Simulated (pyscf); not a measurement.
Single points on ωB97X-D3(BJ)/def2-SVP structures (PySCF, gas phase).

Q: For the elementary gas-phase step HO–SbH–OH (SMILES [OH][SbH][OH]) + H₂O (SMILES O) → HO–Sb(OH)–OH (SMILES [OH][Sb]([OH])[OH]) + H₂ (SMILES [H][H]) (singlet surface; H–Sb, H–O broken, O–Sb, H–H formed), what barrier and reaction energy does M06-2X/def2-TZVP give, measured from the separated reactants?

A: ΔE‡ = 1.17 eV, ΔE = -0.59 eV. ωB97M-D3(BJ)/def2-TZVP gives 1.24 eV and -0.41 eV. Zero-point energy shifts the barrier by -0.05 eV. It is a four-centre exchange, with an imaginary mode of 1196i cm⁻¹. At the saddle there is also a short H–Sb contact that neither side keeps. One saddle was located; it need not be the lowest between these sides. Elements past Kr carry the def2 core potentials, without spin-orbit coupling.
